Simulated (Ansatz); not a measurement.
We consider rock-salt ZrC, described by RPBE in Ansatz (plane waves, PAW).

Numerical settings: plane-wave cutoff 520 eV, 20×20×20 k mesh, Fermi–Dirac smearing 0.05 eV, scalar-relativistic PAW data made under PBE.

A third-order Birch–Murnaghan fit to the energies gives V0 = 13.249 Å³/atom, B0 = 213 GPa, B′ = 4.1.

```tsv
V (Å³/atom)	P (GPa)
12.453	___
12.718	9.46
12.983	4.50
13.248	0.02
13.513	___
13.778	-7.69
14.043	___
```

Problem. Estimate the withheld pressures from this fit; the answers are the runs' own values.

Solution. 
- 12.453, P (GPa): 14.95
- 13.513, P (GPa): -4.03
- 14.043, P (GPa): -11.00

The formula P = (3/2) B0 (x^(7/3) − x^(5/3)) [1 + (3/4)(B′ − 4)(x^(2/3) − 1)] with x = V0/V meets the computed pressures within 0.04 GPa when these rounded values are put in.

Measured, for comparison: bulk modulus 223 GPa (temperature not stated, no zero-point or thermal correction, from single-crystal elastic constants, our sources range from 208 to 223; as tabulated in arXiv:1102.4063); equilibrium volume per atom 12.95 Å³/atom (temperature not stated, no zero-point or thermal correction; as tabulated in Zhang et al. (2018), doi:10.1088/1367-2630/aac7f0). Computed (rounded) less measured: bulk modulus -4 % (inside the range of the sources held), equilibrium volume per atom +2.3 %.

Computed values are for the static lattice.

Ansatz is a first-principles code.
